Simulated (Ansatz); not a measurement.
C₄H₃O₂ (charge -1), SMILES C=C=CC(=O)[O-], harmonic frequencies at the relaxed geometry

Computed with Ansatz 0.2.0 through its Python package.

Notebook, run cell by cell (the value of a cell's last expression is shown):

```python
import itertools

import ansatz
from ase import Atoms
from ase.data import atomic_numbers, covalent_radii
import numpy as np
```

```python
BASIS = 'def2-SVP'
FUNCTIONAL = 'B3LYP'
CHARGE = -1
```

```python
atoms = Atoms(['C', 'C', 'C', 'C', 'O', 'O', 'H', 'H', 'H'], positions=[
    (-1.9196, 0.0364, -0.0527),
    (-0.6647, -0.2478, 0.116),
    (0.5983, -0.5137, 0.2755),
    (1.717, 0.4027, -0.1773),
    (2.8744, -0.0465, 0.0748),
    (1.3864, 1.4826, -0.7401),
    (-2.6921, -0.6415, 0.2833),
    (-2.1947, 0.9657, -0.5369),
    (0.8948, -1.4379, 0.7574),
])
system = ansatz.Crystal.molecule_from_ase(atoms)
```

```python
calc = system.calculation().basis(gaussian=BASIS).functional(FUNCTIONAL).charge(CHARGE)
symbols = [site.symbol for site in system.cartesian_sites]
start = np.array([site.position_ang for site in system.cartesian_sites], dtype=float)
data = calc.relax(force_tolerance=0.003).run().report
end = np.array(data['positions_ang'])

# pairs closer than 1.2 times the sum of covalent radii, before or after
radius = [covalent_radii[atomic_numbers[s]] for s in symbols]
span = lambda where, i, j: np.linalg.norm(where[i] - where[j])
bonded = [(i, j) for i, j in itertools.combinations(range(len(symbols)), 2) if min(span(start, i, j), span(end, i, j)) < 1.2 * (radius[i] + radius[j])]
print('pair        before    after (A)')
for i, j in bonded:
    print(f'{symbols[i]}{i}-{symbols[j]}{j}'.ljust(10), f'{span(start, i, j):8.4f} {span(end, i, j):8.4f}')
```

    pair        before    after (A)
    C0-C1        1.2977   1.3187
    C0-H6        1.0813   1.0981
    C0-H7        1.0834   1.0980
    C1-C2        1.3005   1.3080
    C2-C3        1.5154   1.5908
    C2-H8        1.0836   1.0981
    C3-O4        1.2669   1.2464
    C3-O5        1.2618   1.2405

```python
# same settings at the minimum
minimum = ansatz.Crystal.molecule()
for symbol, place in zip(symbols, end):
    minimum = minimum.atom(symbol, place.tolist())
vibrating = (
    minimum.calculation()
    .basis(gaussian=BASIS)
    .functional(FUNCTIONAL)
    .charge(CHARGE)
    .phonons(temperatures=(298.15, 498.15, 100))
)
vib = vibrating.run().report['vibrations']
sums = vib['harmonic_sums']
modes = [m['omega_inv_cm'] for m in sums['modes_at_gamma'] if m['rigid_motion'] == 'no']
for number, w in enumerate(modes, start=1):
    print(f'mode {number:2d} {w:9.1f} 1/cm {w / 8065.544 * 1000:8.2f} meV')
print('imaginary modes:', sum(w < 0 for w in modes), ' zero-point energy:', round(sums['zero_point_energy_ev'], 4), 'eV')
print('T (K)   F_vib (eV)   S_vib (meV/K)   C_vib (meV/K)')
for row in zip(sums['temperatures_k'], sums['vibrational_free_energy_ev'], vib['entropy_ev_per_k'], vib['heat_capacity_ev_per_k']):
    print(f'{row[0]:6.1f} {row[1]:11.4f} {1000 * row[2]:13.4f} {1000 * row[3]:15.4f}')
```

    mode  1      35.8 1/cm     4.44 meV
    mode  2     145.8 1/cm    18.08 meV
    mode  3     326.4 1/cm    40.46 meV
    mode  4     374.9 1/cm    46.48 meV
    mode  5     422.3 1/cm    52.36 meV
    mode  6     485.8 1/cm    60.24 meV
    mode  7     725.5 1/cm    89.95 meV
    mode  8     777.0 1/cm    96.34 meV
    mode  9     792.1 1/cm    98.20 meV
    mode 10     836.4 1/cm   103.70 meV
    mode 11     896.6 1/cm   111.17 meV
    mode 12    1011.7 1/cm   125.43 meV
    mode 13    1062.0 1/cm   131.67 meV
    mode 14    1241.1 1/cm   153.88 meV
    mode 15    1326.9 1/cm   164.52 meV
    mode 16    1447.2 1/cm   179.43 meV
    mode 17    1805.5 1/cm   223.85 meV
    mode 18    2016.2 1/cm   249.98 meV
    mode 19    3081.4 1/cm   382.04 meV
    mode 20    3120.4 1/cm   386.88 meV
    mode 21    3152.0 1/cm   390.80 meV
    imaginary modes: 0  zero-point energy: 1.5549 eV
    T (K)   F_vib (eV)   S_vib (meV/K)   C_vib (meV/K)
     298.1      1.4701        0.5811          0.6110
     398.1      1.4018        0.7848          0.8004
     498.1      1.3134        0.9813          0.9533

```python
# all hydrogen replaced by deuterium
heavier = vibrating.phonons(masses={'H': 2.014102}).run().report['vibrations']['harmonic_sums']
print('deuterated (1/cm):', ' '.join(f'{m["omega_inv_cm"]:.0f}' for m in heavier['modes_at_gamma'] if m['rigid_motion'] == 'no'))
print('zero-point energy falls by', round(sums['zero_point_energy_ev'] - heavier['zero_point_energy_ev'], 4), 'eV')
```

    deuterated (1/cm): 33 137 261 344 388 454 619 643 697 794 803 835 858 989 1275 1330 1804 1972 2257 2317 2346
    zero-point energy falls by 0.2435 eV

What to keep in mind:
- The frequencies are harmonic and unscaled, in a modest basis.
- b3lyp holds the VWN-RPA fit, as in Gaussian; the form of ORCA and Turbomole is b3lyp5.
- The result belongs to the one conformer reached from this start, and soft torsions count as harmonic oscillators.
- Anions want diffuse functions, which this basis lacks.
- Hardware and time: 6.6 min on 1 thread of Arm Neoverse V1 (shared host), peak memory 0.29 GiB.
